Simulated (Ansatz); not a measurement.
Basis-set extrapolation for `C/N=C(/N)F` (PBE0-D4/def2-TZVP geometry, frozen core, Ansatz 0.2.0). Multiplicity 1, RHF reference.

|  | def2-TZVPP | def2-QZVPP |
| --- | --- | --- |
| HF | -287.097859 | -287.110874 |
| MP2 correlation | -0.988798 | -1.063595 |
| CCSD(T) correlation | -1.052006 | not run |

Energies in hartree. Use E(X) = E(∞) + A·exp(−7.88·√X) for Hartree–Fock and E(X) = E(∞) + B·X^(−2.97) for correlation, with X = 3 and 4, and add CCSD(T) minus MP2 of the smaller set to the MP2 limit.

Problem. What is the CCSD(T) energy at the basis-set limit?

Solution. HF limit: -287.110874 + (-0.013015) × 0.13774 = -287.11267. MP2 limit: -1.063595 + (-0.074797) × 0.74074 = -1.11900. Higher-order term: -1.052006 − (-0.988798) = -0.06321. Total: -288.29488 hartree, 380.7 kJ/mol below CCSD(T)/def2-TZVPP.
